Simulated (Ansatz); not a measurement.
AlH (`[AlH]`): measurement beside calculation (Ansatz, PBE0-D4/def2-TZVP geometry).

Z-matrix (Å, degrees):
```
Al
H 1 1.665
```

Measured: 1625.07 cm⁻¹ (AlH, X 1Sigma+ fundamental, v=1 J=0 level above v=0 J=0, empirical level from measured line positions (MARVEL inversion)). Source: ExoMol line lists -- LIV: Empirical line lists for AlH and AlD and experimental emission spectroscopy of AlD in $A$ $^1\Pi$ ($v=0, 1, 2$), 2023 (arxiv:2312.05958).

Harmonic PBE0-D4 wavenumbers (cm⁻¹, unscaled): 1648. Fundamentals include anharmonicity and usually lie a few per cent under these; harmonic values from spectra compare directly.
